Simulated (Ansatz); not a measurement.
Ansatz (an electronic-structure program) input (PBE/pcseg-2):

Ansatz 0.2 input:
```yaml
crystal:
  periodic: [false, false, false]
  atoms:
    - {symbol: Cl, position_ang: [-0.00000000, -0.00000000, -0.07122178]}
    - {symbol: H, position_ang: [0.00000000, 0.00000000, 1.21077034]}
basis:
  gaussian:
    orbitals: pcseg-2
hamiltonian:
  xc: {name: PBE}
magnetization: {spin_polarized: false}
```

Output:

```
Functional definition: PBE
integrals: 0.00 GiB planned
322 factors; their error is unknown
mean field: 0.11 GiB planned
mean field evaluation 1: about -12534.2500 eV, gradient 1.1e1 eV
mean field evaluation 2: about -12534.2398 eV, gradient 1.3e1 eV
mean field evaluation 4: about -12534.5968 eV, gradient 4.8e-1 eV
mean field evaluation 8: about -12534.5888 eV, gradient 2.4e-3 eV
mean field -12534.58881428 eV, -460.6376426752 hartree, gradient 3.8e-5 eV, S^2 0.000000; 0 other end points of the search recorded, 0 dependent functions left out
reference -12534.58883258 eV, -460.6376433478 hartree; 9, 9 occupied and 39, 39 virtual orbitals, 322 factors
Total energy: -12534.58883258 eV, -460.6376433478 hartree
```
